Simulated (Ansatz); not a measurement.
System (SMILES): F[CH]F, doublet.
Atoms: C1, F2, F3, H4. Bonds: C1-F2, C1-F3, C1-H4.

Basis-set convergence of the optimised C1-H4 bond length at MP2 with Ansatz (an electronic-structure program). The reference of a correlated method is not its basis-set limit, which lies further on. All functions are spherical. Cores are frozen. Core-valence sets carry the plain set on hydrogen. Open shells are unrestricted. No added dispersion term, no relativity. Reference: the value in def2-QZVPP, 1.0825 Å. Deviations are taken from unrounded values.

```tsv
basis	functions
6-311+G**	72
pcseg-2	104
6-311++G(3df,3pd)	135
cc-pCVTZ	143
```

Which is the smallest set listed that can be trusted to 0.003 Å here, that is, within that of the reference together with its larger relatives (same family, alike in diffuse functions; a set with none to test it counts only in the reference's own line)?

Of the sets listed that have larger relatives (same family, alike in diffuse functions), none stays within 0.003 Å of the reference together with them. Inside, with no larger relative to test it: pcseg-2, 6-311++G(3df,3pd), cc-pCVTZ. Value minus reference: 6-311+G** 0.0048, pcseg-2 -0.0007, 6-311++G(3df,3pd) 0.0010, cc-pCVTZ 0.0011 Å.
